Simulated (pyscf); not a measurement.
Concerted two-bond exchange: `[SiH3][Si]([SiH3])[SiH3]` [doublet] + `[ClH]` → `[SiH2][Si]([SiH3])([SiH3])[Cl]` [doublet] + `[H][H]`

Gas phase, doublet surface, charge 0. Bonds broken: Si2–H5, Cl14–H15. Bonds formed: Si1–Cl14, H5–H15. Structures and frequencies: ωB97X-D3(BJ)/def2-SVP in PySCF.

Transition state (Å):

```xyz
15

Si    -0.4932     0.2903     0.4024
Si     1.6126     0.9211     0.1155
Si    -1.1627    -1.6224    -0.7279
Si    -1.8884     1.7984     1.4809
H      1.4689     1.9286    -1.4995
H      2.1996     2.0261     0.9195
H      2.6351    -0.0275    -0.4008
H     -0.2426    -1.8085    -1.8843
H     -2.5639    -1.4246    -1.1857
H     -1.0928    -2.8312     0.1453
H     -3.2325     1.7208     0.8491
H     -2.0073     1.4937     2.9374
H     -1.2976     3.1560     1.3183
Cl    -1.1729     1.6082    -1.8633
H      0.5923     1.8813    -1.7119
```

One imaginary mode, 837i cm⁻¹; descent along it reached the two sides named.

```json
[
 {"bond": "Si2–H5", "change": "breaks", "reactant side (Å)": "1.503", "saddle": "1.909", "product side": "3.5"},
 {"bond": "Cl14–H15", "change": "breaks", "reactant side (Å)": "1.287", "saddle": "1.793", "product side": "2.9"},
 {"bond": "Si1–Cl14", "change": "forms", "reactant side (Å)": "3.5", "saddle": "2.7", "product side": "2.103"},
 {"bond": "H5–H15", "change": "forms", "reactant side (Å)": "2.128", "saddle": "0.903", "product side": "0.761"}
]
```

Electronic energies relative to the separated reactants (kcal/mol):

| level | barrier | reaction energy | reverse barrier |
|---|---|---|---|
| ωB97X-D3(BJ)/def2-TZVP | 28.1 | -12.4 | 40.5 |
| PBE/def2-TZVP | 21.5 | -10.6 | 32.1 |
| r²SCAN/def2-TZVP | 24.1 | -11.9 | 36.1 |
| B3LYP-D3(BJ)/def2-TZVP | 23.8 | -12.6 | 36.4 |
| PBE0-D3(BJ)/def2-TZVP | 24.6 | -11.5 | 36.1 |
| M06-2X/def2-TZVP | 27.8 | -13.7 | 41.5 |
| ωB97M-D3(BJ)/def2-TZVP | 28.4 | -10.7 | 39.1 |
| HF/def2-TZVP | 53.2 | -7.6 | 60.8 |

With ωB97M-D3(BJ)/def2-TZVP energies and thermal terms (ideal gas, 1 atm, RRHO with modes under 100 cm⁻¹ raised to 100, one conformer, R ln 2 for chiral ones without a mode under 150 cm⁻¹), in kcal/mol:

```tsv
T (K)	ΔH‡	ΔG‡	ΔH	ΔG
298	26.7	37.2	-12.6	-11.6
600	26.9	47.8	-11.6	-11.0
900	27.4	58.2	-10.9	-10.9
1200	27.9	68.4	-10.6	-11.0
```

•H₂Si–Si(SiH₃)(SiH₃)–Cl lies 6.3 kcal/mol over its isomer H₃Si–Si•(SiH₃)–SiH₂–Cl (electronic energy, ωB97M-D3(BJ)). One saddle was located; it need not be the lowest between these sides.
